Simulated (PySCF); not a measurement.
Atom-mapped SMILES (the numbers label the heavy atoms): `[O:1]=[c:2]1[cH:3][cH:4][c:5]1=[O:6]`. Each H is labelled by its parent atom.

Geometry: GFN2-xTB; GIAO absolute shieldings from PySCF 2.14.0 with density-fitted response routines, gas phase, non-relativistic, averaged over equivalent atoms.

At PBE0/pcSseg-1 (112 basis functions, 6.1 s wall time on 1 thread of an x86-64 server CPU, shared host):
| atoms | σ (ppm) |
| --- | --- |
| O1/O6 | -305.4 |
| C2/C5 | -16.1 |
| C3/C4 | -15.6 |
| H(C3)/H(C4) | 21.60 |

**Question.** What do these become at PBE0/pcJ-1?

**Answer.** 
```json
{"atoms": "O1/O6", "σ at PBE0/pcJ-1": "-305.1", "change": "+0.3"}
{"atoms": "C2/C5", "σ at PBE0/pcJ-1": "-18.3", "change": "-2.2"}
{"atoms": "C3/C4", "σ at PBE0/pcJ-1": "-17.3", "change": "-1.7"}
{"atoms": "H(C3)/H(C4)", "σ at PBE0/pcJ-1": "21.63", "change": "+0.03"}
```

The largest change is at C2/C5 (ring carbonyl carbon). Cost: 182 basis functions, 11 s wall time on 1 thread of an Arm Neoverse V1, shared host.
